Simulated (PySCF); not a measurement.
Gas-phase thermal properties of H2SiNH

Method: PySCF energies (xtb for GFN2) plus ideal-gas RRHO corrections (1 bar). 6-31G* has spherical d functions here. All species are closed-shell singlets. B3LYP is the form with VWN-RPA correlation. H2SiNH: computed as isolated molecules; such fragments, hydroxides, amides, oligomers or adducts are transient or little studied in the gas. The harmonic model lacks anharmonicity and excited electronic states, which grow with temperature; levels with a mode under 35 cm⁻¹ are left out.

```
level           point group  σ  ZPE (kJ/mol)  S°298 (J/mol/K)  Cp298 (J/mol/K)  S°1000 (J/mol/K)  H1000 − H298 (kJ/mol)
--------------  -----------  -  ------------  ---------------  ---------------  ----------------  ---------------------
B3LYP/6-31G*             Cs  1          77.5            245.6             50.4             329.0                   50.9
GFN2-xTB                 Cs  1          75.2            248.3             53.8             333.7                   51.8
HF/6-31G*                Cs  1          83.6            244.0             48.3             324.8                   49.4
PBE/def2-SVP             Cs  1          74.7            246.6             51.6             331.5                   51.7
PBE0/def2-TZVP           Cs  1          77.3            245.7             50.9             329.6                   51.1
```
σ: rotational symmetry number. Electronic degeneracy used: 1. Frequencies are unscaled.
